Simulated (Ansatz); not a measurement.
Species: HO (charge 0, doublet). 
Geometry from a B3LYP-D3(BJ)/def2-TZVP (Ansatz, a quantum-chemistry and plane-wave program) optimisation:
```xyz
2

O      0.0000     0.0000    -0.1085
H      0.0000     0.0000     0.8682
```
Charge 0, spin multiplicity 2.

Basis-set convergence of Hartree-Fock and MP2 correlation energies (hartree) with Ansatz. Correlated levels leave the core frozen unless marked. UHF or UKS for open shells. Spin-orbit coupling is left out. Non-relativistic.

| basis | functions | E(HF) | E(corr, MP2) |
|---|---|---|---|
| def2-SVP | 19 | -75.32487 | -0.14873 |
| def2-TZVPP | 45 | -75.42353 | -0.19882 |
| def2-QZVPP | 87 | -75.42717 | -0.21724 |

Extrapolating the two largest sets (X = 3 and 4) as X^-3: E(corr) = (64·(-0.21724) - 27·(-0.19882))/37 = -0.2307 Eh, an estimate of the basis-set limit. The largest set recovers 94.2 % of it, the smallest 64.5 %.
